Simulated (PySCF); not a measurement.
Bonds (- single, = double, # triple, : aromatic): C1:C2 1.395 Å, C2:C3 1.395 Å, C3:C4 1.395 Å, C4:C5 1.395 Å, C5:C6 1.395 Å, C6:C1 1.395 Å. C1 carries H7; C2 carries H8; C3 carries H9; C4 carries H10; C5 carries H11; C6 carries H12.

Geometry: PBE0-D3(BJ)/def2-SVP; GIAO absolute shieldings from PySCF, gas phase, non-relativistic, averaged over equivalent atoms.

At PBE0/cc-pVDZ (114 basis functions, about 6 core-seconds):
| atoms | σ (ppm) |
| --- | --- |
| C1/C2/C3/C4/C5/C6 | 68.7 |
| H7/H8/H9/H10/H11/H12 | 23.97 |

Question: Estimate the result of repeating the calculation with PBE0/cc-pVTZ.

Answer: 
```csv
atoms,σ at PBE0/cc-pVTZ,change
C1/C2/C3/C4/C5/C6,54.4,-14.3
H7/H8/H9/H10/H11/H12,23.73,-0.24
```

The largest change is at C1/C2/C3/C4/C5/C6 (aromatic CH). Cost: 264 basis functions, of the order of 25 core-seconds.
